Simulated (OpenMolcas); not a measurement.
# doublet [NO]2+ at 3 levels

Aim: a comparison of 3 runs (UHF/STO-3G, U-r2SCAN/STO-3G, UPBE/STO-3G) of doublet [NO]2+. 

Program for the calculation: OpenMolcas 26.06.

### 1 The molecule

[NO]2+ has 2 atoms, charge +2, and is taken as a doublet. SMILES of the parent species: `N#[O+]`. The bond length is the one measured for the parent species. That shape belongs to the parent species and isn't relaxed for this state.

Bond lengths: N1–O2 1.063 Å.

### 2 A single-point energy at UHF/STO-3G (run 1)

calc.inp reads:

```
>>> EXPORT MOLCAS_PRINT=2
&GATEWAY
BasLib
$CurrDir
Coord
2
angstrom
N        0.000000       0.000000       0.000000
O        0.000000       0.000000       1.063220
Basis
STO-3G
Group
NoSym
&SEWARD
&SCF
UHF
Charge
2
Spin
2
Thresholds
1e-10 1e-07 1e-07 1e-05
PrOrbitals
1 1
```

The basis set STO-3G is read from a file made from the Basis Set Exchange's data (not shown).

Command:

```console
export MOLCAS_MEM=1860
pymolcas calc.inp > calc.log
```

What it wrote:

```text
--- Start Module: gateway ---
[...]
--- Stop Module: gateway /rc=_RC_ALL_IS_WELL_ ---
--- Start Module: seward ---
[...]
      Basis functions           10
--- Stop Module: seward /rc=_RC_ALL_IS_WELL_ ---
--- Start Module: scf ---
[...]
       Convergence after  27 Iterations
[...]
::    Total SCF energy                               -126.1185755336
[...]
      Total spin, S                                     0.7707197107
[...]
      Total electronic charge=   13.000000
      Total            charge=    2.000000
[...]
      Dipole Moment (debye):
      Origin of the operator (angstrom)=    0.0000    0.0000    0.5669
                   X=  5.1676E-17               Y= -9.0047E-18               Z= -2.2836E+00           Total=  2.2836E+00
      Center of Charge (angstrom)
[...]
--- Stop Module: scf /rc=_RC_ALL_IS_WELL_ ---
[...]
```

It took 1.7 s on 1 thread of Arm Neoverse V2, shared host; peak memory 0.37 GiB.

### 3 The energy at U-r2SCAN/STO-3G (run 2)

calc.inp reads:

```
* NO Kohn-Sham DFT

&GATEWAY
 BasLib=$CurrDir
 Coord
 2
 angstrom
 N        0.000000       0.000000       0.000000
 O        0.000000       0.000000       1.063220
 Basis=STO-3G
 Group=NoSym

&SEWARD
 GridInput
 Grid=UltraFine
 End of Grid

&SCF
 UHF
 Charge=2
 Spin=2
 KSDFT=2
 1.0 MGGA_X_R2SCAN
 1.0 MGGA_C_R2SCAN
 Thresholds=1e-10 1e-07 1e-07 1e-05
 PrOrbitals=1 1
```

The basis set STO-3G is read from a file made from the Basis Set Exchange's data (not shown).

Command:

```console
export MOLCAS_MEM=1860
pymolcas calc.inp > calc.log
```

What it wrote:

```text
--- Start Module: gateway ---
[...]
--- Stop Module: gateway /rc=_RC_ALL_IS_WELL_ ---
--- Start Module: seward ---
[...]
      Basis functions           10
--- Stop Module: seward /rc=_RC_ALL_IS_WELL_ ---
--- Start Module: scf ---
[...]
       Convergence after  18 Iterations
[...]
::    Total KS-DFT energy                            -126.5964137200
[...]
      Total spin, S                                     0.5090789859
[...]
      Total electronic charge=   13.000000
      Total            charge=    2.000000
[...]
      Dipole Moment (debye):
      Origin of the operator (angstrom)=    0.0000    0.0000    0.5669
                   X=  6.4492E-16               Y= -1.9496E-15               Z= -1.7885E+00           Total=  1.7885E+00
      Center of Charge (angstrom)
[...]
--- Stop Module: scf /rc=_RC_ALL_IS_WELL_ ---
[...]
```

Wall time 4.5 s (1 thread of Arm Neoverse V2, shared host); peak memory 0.37 GiB.

### 4 The energy at UPBE/STO-3G (run 3)

calc.input reads:

```
&GATEWAY
  BasLib=$CurrDir
  Coord
  2
  angstrom
  N        0.000000       0.000000       0.000000
  O        0.000000       0.000000       1.063220
  Basis=STO-3G
  Group=NoSym

&SEWARD
  GridInput
  Grid=UltraFine
  End of Grid

&SCF
  UHF
  Charge=2
  Spin=2
  KSDFT=PBE
  Thresholds=1e-10 1e-07 1e-07 1e-05
  PrOrbitals=1 1
```

The basis set STO-3G is read from a file made from the Basis Set Exchange's data (not shown).

Command:

```console
export MOLCAS_MEM=1860
pymolcas calc.input > calc.log
```

What it wrote:

```text
--- Start Module: gateway ---
[...]
--- Stop Module: gateway /rc=_RC_ALL_IS_WELL_ ---
--- Start Module: seward ---
[...]
      Basis functions           10
--- Stop Module: seward /rc=_RC_ALL_IS_WELL_ ---
--- Start Module: scf ---
[...]
       Convergence after  15 Iterations
[...]
::    Total KS-DFT energy                            -126.5146330643
[...]
      Total spin, S                                     0.5033101892
[...]
      Total electronic charge=   13.000000
      Total            charge=    2.000000
[...]
      Dipole Moment (debye):
      Origin of the operator (angstrom)=    0.0000    0.0000    0.5669
                   X=  1.3333E-15               Y= -1.2154E-15               Z= -1.5930E+00           Total=  1.5930E+00
      Center of Charge (angstrom)
[...]
--- Stop Module: scf /rc=_RC_ALL_IS_WELL_ ---
[...]
```

It took 3 s on 1 thread of Arm Neoverse V2, shared host; peak memory 0.37 GiB.

### 5 The series

```csv
run,level,integration grid,energy (Eh),HOMO energy (eV),LUMO energy (eV),⟨S²⟩,wall time
1,UHF/STO-3G,–,-126.118576,-46.45,-27.40,1.365,1.7 s
2,U-r2SCAN/STO-3G,UltraFine,-126.596414,-40.67,-36.42,0.768,4.5 s
3,UPBE/STO-3G,UltraFine,-126.514633,-40.00,-37.13,0.757,3 s
```

### 6 What came out

| quantity | value |
| --- | --- |
| run 3: total energy | -126.51463 Eh |
| run 3: HOMO energy (highest over α and β) | -40.00 eV |
| run 3: LUMO energy (lowest over α and β) | -37.13 eV |
| run 3: ⟨S²⟩ | 0.757 |

**Reading.** Totals of different functionals can't be ranked against each other. In runs 1, 2, 3 the basis is minimal, so the values are rough. Spin contamination of the reference: run 1 ⟨S²⟩ = 1.36. Where it is this large, the reference is a mixture of spin states, and values that rest on it are in doubt. All runs together took 9.2 s, the longest 4.5 s.
